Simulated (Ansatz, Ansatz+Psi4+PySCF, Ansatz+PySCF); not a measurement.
```csv
atom,x (Å),y (Å),z (Å)
F,0.0000,0.0000,0.0934
H,0.0000,0.0000,-1.3075
```

Basis set: cc-pVTZ (spherical functions). Frozen core: 1 orbital. Charge 0, multiplicity 1.

Computed with Ansatz (development build ahead of 0.2.0); each method stands on the lowest determinant of its kind that the runs found. Restricted open shells among the atoms or ions are ROHF, correlated in semicanonical orbitals with singles.

The atomization energy at this shape (free ground-state atoms in the same class of orbitals less the molecule, no zero-point energy) of singlet HF:

```json
{"method": "RHF-CCSD(T)", "atomization energy": "3.27 eV"}
{"method": "UHF-CCSD(T)", "atomization energy": "3.23 eV"}
{"method": "RHF-MP2", "atomization energy": "3.38 eV"}
{"method": "RHF", "atomization energy": "0.95 eV"}
{"method": "UHF", "atomization energy": "0.99 eV"}
```

**Question.** What does UHF-MP2 give?

**Answer.** 2.57 eV. Caution: the shape is not the minimum. Caution for UHF-CCSD(T), UHF-MP2: a plain start can end on a higher determinant; large amplitudes, a single reference is doubtful. Caution for UHF-CCSD(T), UHF-MP2, UHF: the unrestricted determinant is spin contaminated. Caution for UHF-MP2: another reference gives a lower total.
